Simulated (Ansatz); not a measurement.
**C₃H₆ (SMILES C=CC): functionals against CCSD(T) at one geometry**

The task here is to estimate one member of a computed series from the others.

Program: Ansatz 0.2.0, Gaussian basis. Level of theory: single points in def2-TZVPP. These are calculated values, not measurements.

Correlated methods freeze the cores.

**Starting geometry**

9 atoms, charge 0, spin multiplicity 1.

Atoms are counted from 1 here; the program's logs count them from 0.

Bond lengths: C1–C2 1.324 Å, C1–H4 1.074 Å, C1–H5 1.069 Å, C2–C3 1.484 Å, C2–H6 1.110 Å, C3–H7 1.113 Å, C3–H8 1.064 Å, C3–H9 1.107 Å. Angles: C2–C1–H4 120.6°, C2–C1–H5 120.2°, H4–C1–H5 119.3°, C1–C2–C3 124.2°, C1–C2–H6 118.5°, C3–C2–H6 117.2°, C2–C3–H7 111.7°, C2–C3–H8 113.7°, C2–C3–H9 111.3°, H7–C3–H8 107.6°, H7–C3–H9 106.0°, H8–C3–H9 106.1°.

Geometry (Å):

```
atom    x (Å)    y (Å)    z (Å)
  C1  -1.1223   0.4099  -0.6674
  C2   0.1619   0.3942  -0.3466
  C3   0.7594  -0.5160   0.6622
  H4  -1.8096  -0.2712  -0.2021
  H5  -1.4858   1.1042  -1.3950
  H6   0.8363   1.1339  -0.8252
  H7   0.6222  -1.5849   0.3835
  H8   1.7995  -0.3550   0.8209
  H9   0.2754  -0.3932   1.6506
```

Set-up of the first run:

Contents of run/in.yaml:

```yaml
crystal:
  periodic: [false, false, false]
  atoms:
    - {symbol: C, position_ang: [-1.122300, 0.409900, -0.667400]}
    - {symbol: C, position_ang: [0.161900, 0.394200, -0.346600]}
    - {symbol: C, position_ang: [0.759400, -0.516000, 0.662200]}
    - {symbol: H, position_ang: [-1.809600, -0.271200, -0.202100]}
    - {symbol: H, position_ang: [-1.485800, 1.104200, -1.395000]}
    - {symbol: H, position_ang: [0.836300, 1.133900, -0.825200]}
    - {symbol: H, position_ang: [0.622200, -1.584900, 0.383500]}
    - {symbol: H, position_ang: [1.799500, -0.355000, 0.820900]}
    - {symbol: H, position_ang: [0.275400, -0.393200, 1.650600]}
basis:
  gaussian: {orbitals: def2-TZVPP}
correlation: {method: ccsd_t}
output: {forces: true}
```

No record of the launch command was kept for these runs.

Among the steps run: CCSD(T)/def2-TZVPP; PBE0-D4/def2-TZVPP; wB97M-V/def2-TZVPP; r2SCAN-D4/def2-TZVPP; PBE-D4/def2-TZVPP; wB97X-V/def2-TZVPP; CAM-B3LYP-D4/def2-TZVPP.

One of the session's tables, all rows but one given; the rest of the session is left out.

```
      method  RMS force component (eV/Å)  angle to CCSD(T) forces (°)  dipole (D)
     CCSD(T)                       0.537                    reference        0.34
     PBE0-D4                       0.457                         23.8        0.42
     wB97M-V                           ?                            ?           ?
   r2SCAN-D4                       0.450                         18.1        0.44
      PBE-D4                       0.458                         21.6        0.42
     wB97X-V                       0.497                         22.3        0.40
CAM-B3LYP-D4                       0.480                         29.1        0.41
```

**Question.** Estimate the row for wB97M-V.

As computed: RMS force component (eV/Å): 0.487; angle to CCSD(T) forces (°): 23.6; dipole (D): 0.40. In the column «RMS force component (eV/Å)» it lies between CAM-B3LYP-D4 (0.480) and wB97X-V (0.497).
